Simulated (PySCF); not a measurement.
**SiNH4F (SMILES N[SiH2]F) at 4 levels**

We compute a comparison of 4 runs (B3LYP/aug-cc-pVDZ, BHLYP/aug-cc-pVDZ, M06-2X/aug-cc-pVDZ, wB97X/aug-cc-pVDZ) of SiNH4F. 

The calculation is run with PySCF 2.14.0.

## 1. The molecule

SiNH4F has 7 atoms, charge 0, and is taken as a singlet. SMILES: `N[SiH2]F`. The shape is that of a PBE0-D4/def2-TZVP optimisation. This is one conformer, not always the lowest.

Bond lengths: N1–Si2 1.696 Å, Si2–F3 1.605 Å, N1–H4 1.006 Å, N1–H5 1.006 Å, Si2–H6 1.479 Å, Si2–H7 1.479 Å. Angles: N1–Si2–F3 114.6°, N1–Si2–H6 108.3°, N1–Si2–H7 108.3°, F3–Si2–H6 105.8°, F3–Si2–H7 105.8°, Si2–N1–H4 122.0°, Si2–N1–H5 122.0°, H6–Si2–H7 114.0°, H4–N1–H5 111.8°.

## 2. A single-point energy at B3LYP/aug-cc-pVDZ (run 1)

The input, input.xyz:

```xyz
7

N     -0.761500     0.339000    -0.625200
Si     0.531100    -0.115700     0.373400
F      0.515100    -1.653900     0.829800
H     -0.786600     0.105100    -1.603600
H     -1.682200     0.513500    -0.258400
H      0.455900     0.676200     1.620700
H      1.789400     0.068000    -0.382300
```

The input, calc.py:

```python
from pyscf import gto, dft

mol = gto.M(
    atom='input.xyz',
    verbose=3,
    basis='aug-cc-pvdz',
    max_memory=1860,
)

mf = dft.RKS(mol)
mf.xc = 'b3lyp'
mf.grids.level = 5
mf.conv_tol = 1e-10
mf.kernel()
if not mf.converged:
    mf = mf.newton().run(mf.mo_coeff, mf.mo_occ)

energy = mf.e_tot
print('Final energy', energy)
```

Launch:

```bash
$ OMP_NUM_THREADS=1 python calc.py
```

The log of the run:

```text
converged SCF energy = -446.6153399406
Final energy -446.6153399406004
```

Run time: 21 s. Hardware: 1 thread of Intel Xeon at 2.70GHz, shared host; peak memory 0.56 GiB.

## 3. The energy at BHLYP/aug-cc-pVDZ (run 2)

The input, job.py:

```python
from pyscf import gto, dft

mol = gto.Mole()
mol.atom = '''
N     -0.761500     0.339000    -0.625200
Si     0.531100    -0.115700     0.373400
F      0.515100    -1.653900     0.829800
H     -0.786600     0.105100    -1.603600
H     -1.682200     0.513500    -0.258400
H      0.455900     0.676200     1.620700
H      1.789400     0.068000    -0.382300
'''
mol.max_memory = 1860
mol.charge = 0
mol.verbose = 3
mol.basis = 'aug-cc-pvdz'
mol.build()

calc0 = dft.RKS(mol, xc='bhandhlyp')
calc0.grids.level = 5
calc0.conv_tol = 1e-10
calc0.kernel()
if not calc0.converged:
    calc0 = calc0.newton().run(calc0.mo_coeff, calc0.mo_occ)

e_final = calc0.e_tot
print('E = %.10f Eh' % e_final)
```

Launch:

```bash
$ OMP_NUM_THREADS=1 python job.py
```

The log of the run:

```text
converged SCF energy = -446.526360323676
E = -446.5263603237 Eh
```

Wall time 20 s (1 thread of Intel Xeon at 2.70GHz, shared host); peak memory 0.56 GiB.

## 4. A single-point energy at M06-2X/aug-cc-pVDZ (run 3)

The input, calc.py:

```python
from pyscf import gto, dft

mol = gto.M(
    atom='''
N     -0.761500     0.339000    -0.625200
Si     0.531100    -0.115700     0.373400
F      0.515100    -1.653900     0.829800
H     -0.786600     0.105100    -1.603600
H     -1.682200     0.513500    -0.258400
H      0.455900     0.676200     1.620700
H      1.789400     0.068000    -0.382300
''',
    spin=0,
    verbose=4,
    basis='aug-cc-pvdz',
    max_memory=1860,
)

myscf = dft.RKS(mol)
myscf.xc = 'm06-2x'
myscf.grids.level = 5
myscf.conv_tol = 1e-10
myscf.kernel()
if not myscf.converged:
    myscf = myscf.newton().run(myscf.mo_coeff, myscf.mo_occ)

e_tot = myscf.e_tot
print('Final energy', e_tot)
```

Launch:

```bash
$ OMP_NUM_THREADS=1 python calc.py
```

The log of the run:

```text
PySCF version 2.14.0

[... 76 lines left out ...]
converged SCF energy = -446.510966816675
Final energy -446.51096681667536
```

It took 34 s on 1 thread of Intel Xeon at 2.70GHz, shared host; peak memory 0.62 GiB.

## 5. The energy at wB97X/aug-cc-pVDZ (run 4)

Edit input.xyz of step 2 so:

```diff
@@ -1,3 +1,3 @@
 7
-
+FH4NSi
 N     -0.761500     0.339000    -0.625200
```

The input, calc.py:

```python
# N[SiH2]F
from pyscf import gto, dft

molecule = gto.M(
    atom='input.xyz',
    basis='aug-cc-pvdz',
    verbose=3,
    max_memory=1860,
)

mf = dft.RKS(molecule)
mf.xc = 'wb97x'
mf.grids.level = 5
mf.conv_tol = 1e-10
mf.kernel()
if not mf.converged:
    mf = mf.newton().run(mf.mo_coeff, mf.mo_occ)

e_final = mf.e_tot
print(f'total energy: {e_final:.8f} hartree')
```

Launch:

```bash
$ OMP_NUM_THREADS=1 python calc.py
```

The log of the run:

```text
converged SCF energy = -446.550819391146
total energy: -446.55081939 hartree
```

It took 31 s on 1 thread of Intel Xeon at 2.70GHz, shared host; peak memory 0.56 GiB.

## 6. Overview of the runs

```
run               level  energy (Eh)  dipole moment (D)  HOMO energy (eV)  LUMO energy (eV)  wall time
  1   B3LYP/aug-cc-pVDZ  -446.615340               1.92             -7.90             -0.55       21 s
  2   BHLYP/aug-cc-pVDZ  -446.526360               1.94             -9.54              0.05       20 s
  3  M06-2X/aug-cc-pVDZ  -446.510967               1.90             -9.55             -0.20       34 s
  4   wB97X/aug-cc-pVDZ  -446.550819               1.92            -10.68              1.09       31 s
```

## 7. Results

| quantity | value |
| --- | --- |
| run 4: total energy | -446.55082 Eh |
| run 4: dipole moment | 1.92 D |
| run 4: HOMO energy | -10.68 eV |
| run 4: LUMO energy | 1.09 eV |
| run 4: HOMO–LUMO gap | 11.77 eV |

What this shows: The dipole moment (its size) runs from 1.90 D (M06-2X/aug-cc-pVDZ) to 1.94 D (BHLYP/aug-cc-pVDZ). The HOMO–LUMO gap runs from 7.35 eV (B3LYP/aug-cc-pVDZ) to 11.77 eV (wB97X/aug-cc-pVDZ). Totals of different functionals can't be ranked against each other. All runs together took 1.8 min, the longest 34 s.
